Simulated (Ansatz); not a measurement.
```yaml
crystal:
  periodic: [false, false, false]
  atoms:
    - {symbol: Al, position_ang: [-0.763788, -1.040695, -0.010027]}
    - {symbol: P, position_ang: [0.170547, 1.111450, 0.011416]}
    - {symbol: N, position_ang: [0.952734, -0.423877, -0.005469]}
    - {symbol: H, position_ang: [1.965407, -0.405914, -0.006392]}
basis:
  gaussian: {orbitals: def2-TZVP}
magnetization: {spin_polarized: true, initial_magnetization: 2}
hamiltonian: {xc: pbe0}
relax: {f_tol: 0.004, max_steps: 80}
```

```sh
$ ansatz run in.yaml --threads 1 --pin off --events-out ev --progress --plain --max-ram 2176MiB
```

Steps of the relaxation (energy above the last step; positions in Å, forces in eV/Å):

```
4
step 1, 130.7 meV
Al   -0.764   -1.041   -0.010    0.074   -0.307   -0.003
P     0.171    1.111    0.011    0.011    0.416    0.004
N     0.953   -0.424   -0.005    0.030    0.120    0.001
H     1.965   -0.406   -0.006   -0.115   -0.229   -0.002
```

```
4
step 2, 119.0 meV
Al   -0.757   -1.052   -0.010    0.045   -0.241   -0.003
P     0.173    1.126    0.012    0.051    0.231    0.002
N     0.949   -0.417   -0.005   -0.063    0.189    0.002
H     1.960   -0.415   -0.006   -0.034   -0.179   -0.002
```

```
4
step 3, 97.1 meV
Al   -0.740   -1.095   -0.011   -0.089   -0.150   -0.001
P     0.188    1.169    0.012    0.158   -0.129   -0.002
N     0.933   -0.389   -0.005    0.025    0.309    0.003
H     1.944   -0.444   -0.007   -0.094   -0.031    0.000
```

```
4
step 8, 6.2 meV
Al   -0.668   -1.395   -0.014    0.222    0.131    0.001
P     0.399    1.387    0.014    0.061   -0.088   -0.001
N     0.801   -0.255   -0.004   -0.037   -0.104   -0.001
H     1.792   -0.496   -0.007   -0.245    0.062    0.001
```

```
4
step 10, 0.2 meV
Al   -0.627   -1.446   -0.013   -0.006    0.000   -0.004
P     0.451    1.426    0.016    0.012   -0.073   -0.005
N     0.760   -0.237   -0.010   -0.026    0.073    0.016
H     1.740   -0.502   -0.004    0.020   -0.001   -0.007
```

```
4
step 11, 0.0 meV
Al   -0.630   -1.441   -0.014   -0.001   -0.001    0.000
P     0.447    1.421    0.014    0.002   -0.009    0.000
N     0.764   -0.238   -0.004   -0.001    0.008    0.001
H     1.745   -0.501   -0.007    0.000    0.002    0.000
```

```
4
step 12, 0.0 meV
Al   -0.630   -1.441   -0.014    0.000    0.000    0.000
P     0.447    1.421    0.014    0.000    0.000    0.000
N     0.764   -0.238   -0.003    0.000    0.000    0.000
H     1.745   -0.501   -0.007    0.000    0.000    0.000
```

Close pairs at the end: N3–H4 1.015 Å, P2–N3 1.689 Å, Al1–N3 1.841 Å, Al1–P2 3.057 Å.

A stationary point of unrestricted PBE0 after 12 steps, with ⟨S²⟩ = 2.010 against 2.00 for a pure state; no frequencies were run, so it isn't proven a minimum. 61 s on 1 thread of Arm Neoverse V1, shared host.
